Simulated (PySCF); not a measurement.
Al2H2⁺ (H-bridged), doublet in 6-31G: errors against full CI

Geometry: that of the Al2H2 (H-bridged), singlet, kept fixed.

```xyz
4

Al    0.0000    0.0925    1.2647
Al    0.0000   -0.0193   -1.3669
H     0.0000   -0.6882    2.6804
H     0.0000   -1.2711    0.0548
```

Basis 6-31G; PySCF 2.14.0. Only valence electrons are correlated (noble-gas cores frozen), which leaves 7 electrons in 20 orbitals. Prefix R: restricted or restricted open-shell reference; prefix U: unrestricted.

Full CI is exact within this basis and frozen core; it isn't the basis-set limit. The frozen core follows each run's orbitals, which can shift R against U totals by a few meV.

Unrestricted rows (U) aren't spin-pure: their determinants' ⟨S²⟩ exceeds S(S+1) by up to 0.13, so they mix in states of higher spin.

```
UHF ⟨S²⟩                          : 0.882
T1 diagnostic (ROHF- or RHF-based CCSD)             : 0.0486
largest doubles amplitude (ROHF- or RHF-based CCSD) : 0.076
T1 diagnostic (UCCSD)             : 0.0454
```

| level | E − E(RHF) (eV) |
| --- | --- |
| UHF | -0.2065 |
| RMP2 | -1.6063 |
| UMP2 | -1.6204 |
| RCCSD | -2.4762 |
| UCCSD | -2.4768 |
| RCCSD(T) | -2.5213 |
| UCCSD(T) | -2.5203 |

Task: Estimate how far full CI in 6-31G lies from RCCSD(T). The table doesn't fix it; the size of (T) and the diagnostics are the guide.

Result: Full CI in 6-31G lies 24 meV below RCCSD(T), which is 52 % of the (T) step (-45 meV). T1 is raised, and the rest is a large part of (T).

The other levels:

| level | E − E(full CI) (meV) | share of correlation (%) | wall time |
| --- | --- | --- | --- |
| RCCSDT | 3 | 99.90 | 7.3 s |
| UCCSDT | 3 | 99.90 | 8.4 s |

The correlation energy at full CI, counted from RHF, is -2.545 eV. Full CI, over all symmetries tried, took 1.9 min on 1 thread of Intel Xeon Platinum 8259CL, shared host; the state has 2,782,032 determinants.

Times are those of the correlated step on a shared host, with one SCF added for the restricted CCSD run; they ran on 1 thread of Intel Xeon Platinum 8259CL.

The full-CI state has the irrep A' of Cs, in the program's axes.

Natural occupations of full CI about the gap: 1.965 1.942 1.873 0.993 0.061 0.049 0.040 0.029 0.019 0.014; effectively unpaired electrons, Σ n²(2−n)², 1.11.
